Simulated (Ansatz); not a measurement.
One arrangement of a pair

The pair of H₃O⁺ (SMILES [OH3+], atoms 1–4) and C₂H₂ (SMILES C#C, atoms 5–8), both closed shells, in one local arrangement (a lower one may exist), relaxed at PBE0-D4/def2-TZVP:

```xyz
8
angstrom
O -0.2427 0.1071 -1.4002
H 0.3087 0.7713 -1.8469
H -0.0756 0.0320 -0.3452
H -0.2291 -0.7438 -1.8697
C 0.6224 -0.2414 1.2812
C -0.5067 0.1603 1.3921
H 1.6309 -0.6013 1.2596
H -1.5079 0.5158 1.5290
```

Ansatz 0.2.0; basis: def2-TZVPPD, with def2-QZVPPD for the basis limit; cores frozen in the correlated methods. B3LYP uses VWN-RPA correlation. Extrapolation: Hartree–Fock as exp(−7.88 √X), correlation as X^−2.97. Interaction energies count from these two fragments, frozen as in the pair, with the counterpoise correction; negative means bound.

(1) What is the interaction energy by CCSD(T) at an estimated basis limit (MP2 extrapolated from triple and quadruple zeta, plus CCSD(T) − MP2 in triple zeta)? (To be estimated.)

T1 diagnostic: at most 0.014.

Results:

(1) Computed: -100.1 kJ/mol. Hartree–Fock alone gives -86.4 kJ/mol at the basis limit. It counts from the two fragments frozen as in the pair.

The same quantity by other methods in triple zeta, and each one's difference from that estimate:
```
   method  E_int (kJ/mol)  difference
   PBE-D4          -114.0       -13.9
revPBE-D4          -110.2       -10.1
  BLYP-D4          -106.3        -6.3
r2SCAN-D4          -112.4       -12.3
   B97M-V          -105.4        -5.3
  PBE0-D4          -112.8       -12.7
 B3LYP-D4          -107.0        -6.9
 HSE06-D4          -112.8       -12.8
  wB97X-V          -106.0        -5.9
  wB97M-V          -105.2        -5.1
   B2PLYP          -100.3        -0.3
       HF           -85.9        14.2
      MP2           -98.2         1.9
     CCSD           -93.6         6.4
  CCSD(T)           -96.1         4.0
```
Differences are method less estimate.

Energy to bend the free fragments (PBE0-D4 minima) into their shapes in the pair, CCSD(T)/def2-TZVPPD: H₃O⁺ 17.4 kJ/mol; C₂H₂ 0.2 kJ/mol. This must be added to the interaction energy to get the binding energy from relaxed fragments.

Basis-set superposition shift (counterpoise-corrected less uncorrected): CCSD(T) 4.0; MP2 4.3; HF 0.3; PBE0-D4 0.4; wB97M-V 0.4 kJ/mol.

For scale, one of the runs: CCSD(T)/def2-TZVPPD, 199 basis functions, launched by `ansatz run in.yaml --threads 2 --pin off --events-out ev --progress --plain --max-ram 5222MiB`. Time: 48 s of wall clock on 2 CPU threads of an Arm Neoverse V1; the host was shared. Peak host memory: 2.5 GiB.
